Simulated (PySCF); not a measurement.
**Computed spin Hamiltonian**

Compound: C₅H₃S (doublet state).
Bonds: S1–C2 (double), C2–C3, C3–C4 (double), C4–C5, C5–C6 (double), C2–C6. Hydrogens: H7 on C3; H8 on C5; H9 on C6.

As a line formula: `S=C1C=[C]C=C1` [radical].

Computed with UKS B3LYP, pcH-1 on C H S, non-relativistic, mean-field spin-orbit, GIAO in PySCF. Geometry: GFN2-xTB; no solvent, vibrations or thermal averaging. The geometry wasn't refined by DFT: couplings that depend on bond lengths, twists or pyramidal angles can differ widely from those at the functional's own minimum. Stability of the SCF solution: not tested. ⟨S²⟩ is 0.795 where a pure state has 0.75.

```json
{
 "g1, g2, g3": "1.99923, 2.00248, 2.00533",
 "g_iso": "2.00235",
 "Form of g": "rhombic: the two nearest values differ by 47 % of g3 − g1",
 "⟨S²⟩": "0.7954 (exact 0.7500)",
 "α and β electrons": "25, 24",
 "HOMO–LUMO gap, α and β orbitals": "2.64, 2.78 eV",
 "Total energy": "-590.38399 Eh"
}
```

Hyperfine couplings atom by atom, in MHz; T1 to T3 are the principal values of the dipolar part; ρ(0) is the spin density at the nucleus:

```
atom  isotope  a_iso  of which spin–orbit     T1     T2     T3  Mulliken spin population  ρ(0) (bohr⁻³)
  S1      33S   -0.3                 -0.3  -34.4   -1.2   35.6                      0.03         0.0000
  C2      13C   82.4                 -0.2   -8.0   -4.9   13.0                      0.07         0.0735
  C3      13C    4.0                  0.1  -25.7    2.4   23.3                     -0.13         0.0035
  C4      13C  368.6                  0.3  -80.8  -52.5  133.3                      0.98         0.3276
  C5      13C   30.7                 -0.2  -15.4   -2.0   17.4                     -0.06         0.0275
  C6      13C   33.0                 -0.1   -7.3    0.3    7.0                      0.08         0.0294
  H7       1H   37.1                  0.0   -6.2   -4.3   10.5                      0.02         0.0083
  H8       1H   19.3                  0.0   -6.6   -4.9   11.5                      0.01         0.0043
  H9       1H    9.8                  0.0   -4.0   -3.0    7.0                      0.00         0.0022
```

The Mulliken spin populations are largest on C4 (+0.98), C3 (-0.13), C6 (+0.08) and C2 (+0.07). No atom but C4 exceeds +0.15. The positive populations add up to 1.19 and the negative ones to -0.19, together 2S = 1.

Under fast tumbling the dipolar parts average out, and these isotropic splittings remain: 1 × 1H (H7, I = 1/2, 2 lines) with 1.32 mT, 1 × 1H (H8, I = 1/2, 2 lines) with 0.69 mT and 1 × 1H (H9, I = 1/2, 2 lines) with 0.35 mT.

The 13C coupling of C4 (368.6 MHz) shows only in satellite lines or after enrichment, since that isotope makes up about 1.07 % of natural carbon.
